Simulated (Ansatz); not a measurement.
# C2H5O radical: energies up the ladder

Aim: energies up the ladder, for C2H5O radical, with the cost of each level. Spin multiplicity 2.

Computed with Ansatz 0.2.0 (the levels named in each step, unless a step's input says otherwise).

## 1. The structure to begin with

Bond lengths: C1–C2 1.578 Å, C2–O3 1.295 Å, C1–H4 1.094 Å, C1–H5 1.090 Å, C1–H6 1.089 Å, C2–H7 1.161 Å, C2–H8 1.162 Å. Angles: C1–C2–O3 116.1°, C1–C2–H7 103.7°, C1–C2–H8 103.8°, O3–C2–H7 114.6°, O3–C2–H8 114.5°, H7–C2–H8 102.4°, C2–C1–H4 111.3°, C2–C1–H5 109.6°, C2–C1–H6 109.6°, H4–C1–H5 109.1°, H4–C1–H6 109.1°, H5–C1–H6 108.2°.

As a file:

```xyz
8

C     1.2569   -0.2140    0.2493
C    -0.3127   -0.3622    0.1778
O    -0.9478    0.5868   -0.4335
H     1.7111   -1.0562    0.7796
H     1.6654   -0.1669   -0.7605
H     1.5133    0.7113    0.7639
H    -0.6258   -0.5186    1.2852
H    -0.4699   -1.4192   -0.2781
```

## 2. A rough first relaxation, PBE-D4/def2-SVPD

File input.yaml:

```yaml
crystal:
  periodic: [false, false, false]
  atoms:
    - { symbol: C, position_ang: [1.25688, -0.21401, 0.24932] }
    - { symbol: C, position_ang: [-0.31269, -0.36215, 0.17778] }
    - { symbol: O, position_ang: [-0.94781, 0.58676, -0.43355] }
    - { symbol: H, position_ang: [1.71107, -1.05622, 0.77961] }
    - { symbol: H, position_ang: [1.66535, -0.1669, -0.76047] }
    - { symbol: H, position_ang: [1.51331, 0.71127, 0.76391] }
    - { symbol: H, position_ang: [-0.62579, -0.5186, 1.28515] }
    - { symbol: H, position_ang: [-0.46987, -1.41917, -0.27811] }
magnetization:
  spin_polarized: true
  initial_magnetization: 1
basis:
  gaussian: { orbitals: def2-SVPD }
hamiltonian:
  xc: pbe
  dispersion: d4
relax:
  f_tol: 0.03
  max_steps: 200
```

Started as:

```bash
$ ansatz run input.yaml --threads 4 --pin off --max-ram 10240MiB --backend cpu --events-out ev --progress --plain --runs-dir out
```

Further steps of the session: Relaxation, PBE0-D4/def2-TZVPPD; Frequencies, PBE0-D4/def2-TZVPPD; Single point, PBE-D4/def2-TZVPPD; Single point, r2SCAN-D4/def2-TZVPPD; Single point, B3LYP-D4/def2-TZVPPD; Single point, wB97M-V/def2-TZVPPD; Single point, B2PLYP/def2-TZVPPD; Single point, LDA/def2-TZVPPD; Single point, PBE0-D4/def2-SVPD; Single point, PBE-D4/def2-SVPD; Single point, CCSD(T)/def2-TZVPPD; Single point, MP2/def2-QZVPPD.

Q: Predict the outcome of this session. Wanted: C1–C2 at PBE0-D4/def2-TZVPPD; C2–O3 at PBE0-D4/def2-TZVPPD; frequencies at PBE0-D4/def2-TZVPPD; energy at CCSD(T)/CBS.

As calculated:

| quantity | value |
| --- | --- |
| C1–C2 at PBE0-D4/def2-TZVPPD | 1.515 Å |
| C2–O3 at PBE0-D4/def2-TZVPPD | 1.356 Å |
| frequencies at PBE0-D4/def2-TZVPPD | 119 to 3140 cm⁻¹ |
| energy at CCSD(T)/CBS | -4195.993 eV |

No mode is imaginary, so the geometry is a minimum. These totals serve in differences with atoms or fragments at the same level; alone they don't rank the methods.
